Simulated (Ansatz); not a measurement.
Start from `CC(O)(F)CO` and change one atom or group to get `CC(O)(F)F`.

Ansatz, PBE0-D4/def2-TZVP geometries, multiplicity 1. Each molecule was computed in one conformer, which needn't be the lowest.

```json
{"property": "LUMO energy (PBE/def2-TZVPP) / eV", "`CC(O)(F)CO`": "-0.18"}
{"property": "LUMO energy (ωB97M-V/def2-TZVPP) / eV", "`CC(O)(F)CO`": "2.12"}
{"property": "HOMO–LUMO gap (PBE/def2-TZVPP) / eV", "`CC(O)(F)CO`": "6.18"}
{"property": "HOMO–LUMO gap (PBE0/def2-TZVPP) / eV", "`CC(O)(F)CO`": "8.73"}
{"property": "HOMO energy (ωB97M-V/def2-TZVPP) / eV", "`CC(O)(F)CO`": "-10.49"}
{"property": "HOMO–LUMO gap (ωB97M-V/def2-TZVPP) / eV", "`CC(O)(F)CO`": "12.60"}
```

Question: What does the change do to each property? (Estimate.)

Answer: Ansatz gave: 
| property | `CC(O)(F)F` | shift |
| --- | --- | --- |
| LUMO energy (PBE/def2-TZVPP) / eV | 0.26 | 0.44 |
| LUMO energy (ωB97M-V/def2-TZVPP) / eV | 2.54 | 0.42 |
| HOMO–LUMO gap (PBE/def2-TZVPP) / eV | 8.11 | 1.93 |
| HOMO–LUMO gap (PBE0/def2-TZVPP) / eV | 10.91 | 2.18 |
| HOMO energy (ωB97M-V/def2-TZVPP) / eV | -12.29 | -1.80 |
| HOMO–LUMO gap (ωB97M-V/def2-TZVPP) / eV | 14.83 | 2.23 |

With PBE0 the HOMO falls by 1.73 eV and the LUMO rises by 0.45 eV, so the gap widens by about 2.18 eV. PBE moves the HOMO by -1.49 eV and ωB97M-V by -1.80 eV.
